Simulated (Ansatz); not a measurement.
CHCl3, charge +1, doublet, at the geometry of the source list (a state made from the parent by changing its charge; the spin is typed, not shown lowest); MP2/STO-3G run with Ansatz (a program for electronic structure).

Here is a job for Ansatz.
Ansatz 0.2 input:
```yaml
crystal:
  periodic: [false, false, false]
  atoms:
    - {symbol: Cl, position_ang: [-0.80000000, 1.48110000, -0.43510000]}
    - {symbol: C, position_ang: [0.00290000, 0.00110000, 0.11580000]}
    - {symbol: Cl, position_ang: [-0.90250000, -1.42970000, -0.40560000]}
    - {symbol: Cl, position_ang: [1.66890000, -0.06370000, -0.48340000]}
    - {symbol: H, position_ang: [0.03060000, 0.01120000, 1.20840000]}
basis:
  gaussian:
    orbitals: STO-3G
total_charge: 1
magnetization: {spin_polarized: true, initial_magnetization: 1}
correlation: {method: mp2}
```

**Question.** Predict the main parts of the log of this Ansatz run.

**Answer.** 
```
Functional definition: HF
377 factors; integrals over basis functions are off by at most 2.7e-5 eV
mean field evaluation 1: about -38124.5474 eV, gradient 2.8e1 eV
mean field evaluation 2: about -38124.6578 eV, gradient 2.8e1 eV
mean field evaluation 4: about -38130.6900 eV, gradient 1.3e0 eV
mean field evaluation 8: about -38130.7223 eV, gradient 2.6e-2 eV
mean field evaluation 16: about -38130.9937 eV, gradient 1.3e0 eV
mean field evaluation 32: about -38131.3894 eV, gradient 1.2e-4 eV
mean field evaluation 64: about -38131.3595 eV, gradient 1.0e0 eV
mean field evaluation 96: about -38131.3891 eV, gradient 3.4e-9 eV
mean field evaluation 128: about -38131.1849 eV, gradient 1.3e0 eV
mean field evaluation 160: about -38131.3893 eV, gradient 1.6e-2 eV
mean field evaluation 192: about -38131.3891 eV, gradient 6.4e-3 eV
mean field evaluation 224: about -38130.7183 eV, gradient 2.5e-4 eV
mean field evaluation 256: about -38131.3895 eV, gradient 3.4e-2 eV
mean field -38131.38941750 eV, -1401.3027147091 hartree, gradient 3.1e-9 eV, S^2 0.754888; 23 other end points of the search recorded, 0 dependent functions left out
16 core orbitals not correlated
reference -38131.38941750 eV, -1401.3027147091 hartree; 13, 12 occupied and 4, 5 virtual orbitals, 377 factors
second order -2.42477124 eV of doubles, -0.00000000 eV of singles
Total energy: -38133.81418874 eV, -1401.3918234086 hartree
```
